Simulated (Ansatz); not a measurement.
## CH4Si, SMILES C=[SiH2]: a test of scalar relativity, step by step

Computed with Ansatz's Python interface.

Run as a notebook:

**Cell 1**
```python
from dataclasses import dataclass

import ansatz as az
from ase import Atoms
import numpy as np
```

**Cell 2**
```python
@dataclass(frozen=True)
class RunConfig:
    functional: str = 'PBE'
```

**Cell 3**
```python
opts = RunConfig()
```

**Cell 4**
```python
atoms = Atoms(['C', 'Si', 'H', 'H', 'H', 'H'], positions=[
    (-0.73869, -0.54716, -0.2651),
    (0.61127, 0.45176, 0.21826),
    (-1.40851, -0.99661, 0.44813),
    (-0.96292, -0.75816, -1.29674),
    (0.95298, 0.76597, 1.60075),
    (1.54587, 1.0842, -0.7053),
])
mol = az.Crystal.molecule_from_ase(atoms)
```

**Cell 5**
```python
calculation = (
    mol.calculation()
    .functional(opts.functional)
    .scf(lower_state_search='off')
    .forces()
)
# a set contracted for a scalar-relativistic Hamiltonian goes with the relativistic run
sets = {'none': 'cc-pVTZ', 'scalar': 'cc-pVTZ-DK'}
found = {kind: calculation.basis(gaussian=basis).pseudopotentials(relativity=kind).run(threads=1).report for kind, basis in sets.items()}
for kind, each in found.items():
    dipole = 4.803205 * np.linalg.norm(each['charge_distribution']['dipole_moment_e_ang'])
    print(f'{kind:7s} E = {each["free_energy_ev"]:.4f} eV  dipole {dipole:.3f} D  largest force component {np.abs(each["forces_ev_ang"]).max():.4f} eV/A')
print(f'relativity lowers the total energy by {found["none"]["free_energy_ev"] - found["scalar"]["free_energy_ev"]:.3f} eV')
```
Output:
```text
none    E = -8972.9841 eV  dipole 0.533 D  largest force component 1.0344 eV/A
scalar  E = -8989.9764 eV  dipole 0.536 D  largest force component 1.0407 eV/A
relativity lowers the total energy by 16.992 eV
```

The total moves by -17.0 eV, nearly all in the cores, and the dipole from 0.53 to 0.54 D.

Notes:
- The settings weren't tested for convergence.
- The geometry is a force-field or estimated start, not a minimum of this method. The basis set changes with the Hamiltonian (a set recontracted for scalar relativity), and most of the change in the total lies in the cores.
- Run time: 2.6 s on 1 thread of Arm Neoverse V2 (shared host), peak memory 0.18 GiB.
